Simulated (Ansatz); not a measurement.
## Si (Cmcm, No. 63, 12 atoms in the cell; start mp-1095269; another form than the element's usual one)

The numbers are results of r²SCAN+rVV10 (Ansatz, a first-principles code, PAW), not measurements.

Settings: plane-wave cutoff 500 eV, 12×12×4 k mesh (along the axes of the cell as run), Fermi–Dirac smearing 0.05 eV, scalar-relativistic PAW data made under PBE.

Cell (relaxed at this level):

```cif
data_Si12
_chemical_formula_sum 'Si12'
_space_group_name_H-M_alt 'P 1'
_space_group_IT_number 1
_cell_length_a 5.68595
_cell_length_b 5.68595
_cell_length_c 12.65413
_cell_angle_alpha 90.000
_cell_angle_beta 90.000
_cell_angle_gamma 140.720
loop_
_space_group_symop_operation_xyz
  'x, y, z'
loop_
_atom_site_label
_atom_site_type_symbol
_atom_site_fract_x
_atom_site_fract_y
_atom_site_fract_z
_atom_site_occupancy
Si1 Si 0.75731 0.24269 0.94485 1
Si2 Si 0.24269 0.75731 0.05515 1
Si3 Si 0.24269 0.75731 0.44485 1
Si4 Si 0.75731 0.24269 0.55515 1
Si5 Si 0.42861 0.57139 0.15733 1
Si6 Si 0.57139 0.42861 0.84267 1
Si7 Si 0.57139 0.42861 0.65733 1
Si8 Si 0.42861 0.57139 0.34267 1
Si9 Si 0.97118 0.02882 0.90925 1
Si10 Si 0.02882 0.97118 0.09075 1
Si11 Si 0.02882 0.97118 0.40925 1
Si12 Si 0.97118 0.02882 0.59075 1
```

* **band gap**: 0.67 eV (on the SCF k mesh)

Note: the relaxation could not lower the start's symmetry, so the cell can be a saddle point above a distorted one.

Computing time: around 5 core-minutes (rough).

A start named mp-… is a Materials Project structure, which need not be a measured phase.
